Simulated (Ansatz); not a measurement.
bcc Cs was calculated with r²SCAN (plane waves, PAW; Ansatz, a quantum-chemistry and plane-wave program).

Numerical settings: plane-wave cutoff 600 eV, 12×12×12 k mesh, Fermi–Dirac smearing 0.1 eV, finite displacements, scalar-relativistic PAW data made under PBE.

The cell has the measured lattice parameters. Conventional cell: a = 6.1620 Å, b = 6.1620 Å, c = 6.1620 Å, α = 90.00°, β = 90.00°, γ = 90.00°.

Harmonic phonon frequencies (cm⁻¹; i marks an imaginary mode):

| q point | frequencies |
|---|---|
| H | 33 33 33 |
| N | 10 20 37 |

No imaginary mode appears at these points.

Note: the cell isn't this level's own, so it is under some stress, which shifts stiffness and frequencies.
